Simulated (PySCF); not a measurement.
PySCF input:

```python
from pyscf import gto, scf, dft

mol = gto.M(
    atom='''
    O     0.06503772   -0.68601455    0.05727429
    C    -0.03288225    0.83440006    0.03073175
    C     1.42147281   -1.28712423   -0.01533926
    C    -1.48368758    1.21030101    0.00174931
    H     0.47728944    1.12131012    0.94601548
    H     0.52928146    1.15356487   -0.84533226
    H     1.27766083   -2.36044626    0.05765461
    H     1.89028205   -0.99298470   -0.95099819
    H     1.95495536   -0.90470467    0.84810251
    H    -1.97704985    0.87309367   -0.91220944
    H    -2.01557038    0.83306845    0.87432017
    H    -1.54411666    2.30045640    0.01467203
    H    -0.54245191   -1.08070251   -0.59326989
    ''',
    basis='def2-tzvpd',
    charge=1,
    spin=0,
    verbose=4,
)

mf = dft.RKS(mol, xc='m062x').density_fit(auxbasis='def2-universal-jkfit')
mf.grids.level = 4
mf.conv_tol = 1e-9
mf.max_cycle = 100
mf.max_memory = 1500
mf.kernel()
if not mf.converged:
    mf = mf.newton()
    mf.kernel(mf.make_rdm1())
mf.analyze()
```

Question: Which total energy does the run end on?

Answer: -194.64091 Eh (M06-2X/def2-TZVPD).

It need not be the lowest isomer of its formula.
